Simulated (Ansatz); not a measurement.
SiNH5S, singlet: a relaxation.

in.yaml

```yaml
crystal:
  periodic: [false, false, false]
  atoms:
    - {symbol: Si, position_ang: [-0.352861, 0.244171, 0.763139]}
    - {symbol: S, position_ang: [1.333385, 0.531542, -1.075997]}
    - {symbol: N, position_ang: [-1.202889, -0.783325, -0.155918]}
    - {symbol: H, position_ang: [0.237599, -0.369666, -1.230000]}
    - {symbol: H, position_ang: [0.617967, -0.304490, 1.739655]}
    - {symbol: H, position_ang: [-0.681764, 1.655585, 1.118103]}
    - {symbol: H, position_ang: [2.151303, -0.428306, -0.611884]}
    - {symbol: H, position_ang: [-2.102840, -0.545510, -0.547198]}
basis:
  gaussian: {orbitals: def2-TZVP}
hamiltonian: {xc: {name: wB97X-V}}
relax: {f_tol: 0.01, max_steps: 60, escape_saddle: true}
```

Launched with

```bash
ansatz run in.yaml --threads 2 --pin off --events-out ev --progress --plain --max-ram 4352MiB
```

What Ansatz 0.2.0 printed:

```
Error: invalid value for `relax.escape_saddle`: a Gaussian basis doesn't support `true`; leave it out, and run phonons on the result
```

Hardware: 2 CPU threads of an Intel Xeon Platinum 8259CL, shared host. Wall time about 0.05 s.


The program refused the input.